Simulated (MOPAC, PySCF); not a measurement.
BF3, SMILES `FB(F)F`, neutral singlet in the gas phase. 

Cartesian coordinates (Å):
SMILES: FB(F)F
```xyz
4

F      1.2126    -0.4960     0.2901
B      0.0000     0.0000     0.2381
F     -1.0089    -0.6827     0.7231
F     -0.2037     1.1786    -0.2989
```
Charge 0, multiplicity 1.

All levels are single points at this geometry (PBE0-D3(BJ)/def2-TZVP); Pople sets use spherical d functions. Orbital energies aren't observables, and empty levels follow the basis.

PBE-D3(BJ)/def2-TZVP in PySCF gives gap (eV) = 9.65.

Estimate the gap (eV) from each of these levels: TPSSh-D3(BJ)/def2-TZVP in PySCF; B3LYP/3-21G in PySCF; B3LYP/6-31G* in PySCF; BP86/6-31G* in PySCF; PBE/6-31G* in PySCF; HF/3-21G in PySCF; HF/6-31G* in PySCF; HF/STO-3G in PySCF; AM1 in MOPAC; PM3 in MOPAC; PM6 in MOPAC; PM7 in MOPAC.


```csv
level,gap (eV)
TPSSh-D3(BJ)/def2-TZVP in PySCF,11.18
B3LYP/3-21G in PySCF,11.95
B3LYP/6-31G* in PySCF,12.33
BP86/6-31G* in PySCF,9.70
PBE/6-31G* in PySCF,9.60
HF/3-21G in PySCF,22.73
HF/6-31G* in PySCF,23.23
HF/STO-3G in PySCF,22.31
AM1 in MOPAC,16.67
PM3 in MOPAC,16.70
PM6 in MOPAC,16.00
PM7 in MOPAC,14.13
```
